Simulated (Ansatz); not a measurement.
# C4H5FS: small, medium and large basis sets

Aim: see how fast density functionals converge with the basis set for C4H5FS.

Computed with Ansatz 0.2.0, Gaussian basis. Level: one geometry, several basis sets.

Levels to be run: PBE0-D4/def2-SVP; ωB97M-V/def2-SVP; PBE0-D4/def2-QZVPP; ωB97M-V/def2-QZVPP; the functionals' def2-TZVPP values are taken from earlier runs.

## (1) The relaxed structure

An earlier PBE0-D4 in a triple-zeta def2 set relaxation fixed the geometry.

SMILES `F/C=C1\CCS1`, 11 atoms, charge 0, spin multiplicity 1.

Atoms are counted from 1 here; the program's logs count them from 0.

Bond lengths: F1–C2 1.346 Å, C2–C3 1.320 Å, C2–H7 1.082 Å, C3–C4 1.503 Å, C3–S6 1.761 Å, C4–C5 1.541 Å, C4–H8 1.092 Å, C4–H9 1.092 Å, C5–S6 1.833 Å, C5–H10 1.089 Å, C5–H11 1.089 Å. Angles: F1–C2–C3 120.2°, F1–C2–H7 113.4°, C3–C2–H7 126.4°, C2–C3–C4 132.6°, C2–C3–S6 131.6°, C4–C3–S6 95.8°, C3–C4–C5 95.2°, C3–C4–H8 113.0°, C3–C4–H9 113.4°, C5–C4–H8 113.4°, C5–C4–H9 113.8°, H8–C4–H9 107.9°, C4–C5–S6 91.6°, C4–C5–H10 115.1°, C4–C5–H11 114.8°, S6–C5–H10 112.4°, S6–C5–H11 112.2°, H10–C5–H11 109.7° and more.

## (2) PBE0-D4 in def2-SVP

Input file in.yaml:

```yaml
crystal:
  periodic: [false, false, false]
  atoms:
    - {symbol: F, position_ang: [-2.648853, -0.633654, 0.080411]}
    - {symbol: C, position_ang: [-1.906981, 0.479005, -0.074028]}
    - {symbol: C, position_ang: [-0.588986, 0.407248, -0.050511]}
    - {symbol: C, position_ang: [0.364654, -0.741309, 0.121719]}
    - {symbol: C, position_ang: [1.639034, 0.112834, -0.024504]}
    - {symbol: S, position_ang: [0.651630, 1.644957, -0.221001]}
    - {symbol: H, position_ang: [-2.498222, 1.374989, -0.210339]}
    - {symbol: H, position_ang: [0.277026, -1.225269, 1.096814]}
    - {symbol: H, position_ang: [0.259575, -1.510560, -0.646100]}
    - {symbol: H, position_ang: [2.279204, 0.141059, 0.855601]}
    - {symbol: H, position_ang: [2.237117, -0.106300, -0.907561]}
basis:
  gaussian: {orbitals: def2-SVP}
hamiltonian: {xc: pbe0, dispersion: d4}
output: {orbitals: {seedname: orbitals}}
```

On the command line:

```bash
> ansatz run in.yaml --threads 4 --pin off --events-out ev --progress --plain --max-ram 10444MiB
```

After this run come: ωB97M-V in def2-SVP; PBE0-D4 in def2-QZVPP; ωB97M-V in def2-QZVPP.

Before running them: what should the planned runs give, taken together? Wanted: PBE0-D4: double and triple zeta above quadruple; ωB97M-V: double and triple zeta above quadruple.

The runs gave:

| quantity | value |
| --- | --- |
| PBE0-D4: double and triple zeta above quadruple | 12.42, 0.69 eV |
| ωB97M-V: double and triple zeta above quadruple | 12.63, 0.66 eV |

What this shows: PBE0-D4 gains 11.73 eV from double to triple zeta, then 0.69 eV more. These are total energies; as a rule much of such shifts cancels in differences, which this series doesn't test. The LUMO of ωB97M-V is positive and keeps falling with the basis (2.56 to 1.42 eV): an unbound level that the basis holds in place.
